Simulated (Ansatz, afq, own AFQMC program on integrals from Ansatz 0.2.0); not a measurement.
Where AFQMC and coupled cluster stand for AlH$_{3}$, singlet

```yaml
atoms:
  - { symbol: Al, position_ang: [0.0000, 0.0000, 0.0000] }
  - { symbol: H, position_ang: [2.0361, 0.0193, -0.0001] }
  - { symbol: H, position_ang: [-1.0348, 1.7537, -0.0036] }
  - { symbol: H, position_ang: [-1.0013, -1.7730, 0.0037] }
```

Basis cc-pVDZ. Only valence electrons are correlated. Integrals, coupled cluster, full CI and functionals: Ansatz 0.2.0; the random walks run on the same integrals in our own AFQMC program. The CISD trial takes its coefficients from CCSD amplitudes. Released means that phaseless walkers are propagated on without the constraint, phases kept. ± is one standard error of the sampling.

Determinant: RHF, the one that the program's search chose, which needn't be the lowest solution. The geometry is a point of a scan.

Full CI on the same integrals is exact in this basis and with this determinant's frozen core.

```
T1 diagnostic                               : 0.0177
weight of the determinant in the CISD state : 0.897
size of the correlated space                : 6 electrons in 28 orbitals
```

| level | correlation energy (eV) |
| --- | --- |
| MP2 | -2.1972 |
| CCSD | -3.0297 |
| CCSD(T) | -3.0922 |

(1) Estimate where AFQMC with the constraint released lies against CCSD(T) on the same integrals.

(1) 1.06 ± 0.06 mEh below CCSD(T).

Reference: full CI, correlation energy -3.122 eV. The released energy is read at 2.40 1/Eh (meV from the phaseless value at times in 1/Eh: -0.9 ± 2.3 at 0.24, -3.1 ± 2.3 at 0.51, -4.3 ± 1.9 at 0.99, -6.6 ± 1.6 at 1.62, -6.9 ± 1.6 at 2.40).

| level | E − E(reference) (mEh) | share of correlation (%) |
| --- | --- | --- |
| CCSD(T) | 1.10 | 99.04 |
| CCSDT | 0.14 | 99.88 |
| CCSDT(Q) | 0.04 | 99.97 |
| CCSDTQ | 0.00 | 100.00 |
| ph-AFQMC/HF | -0.83 ± 0.99 | 100.73 |
| ph-AFQMC/CISD | 0.29 ± 0.09 | 99.74 |
| released AFQMC | 0.04 ± 0.06 | 99.97 |

CCSDT and higher add their correlation energy to the determinant of the CCSD(T) run, since their own runs factorise the integrals more tightly (a shift of under 2 meV). A walk keeps the symmetry of its determinant, which the program's search chose and which needn't be the lowest solution, so a lower state of the same spin and another symmetry isn't excluded. Released energies are given only where the last usable release times agree within the noise; a slower fall can still hide under it.
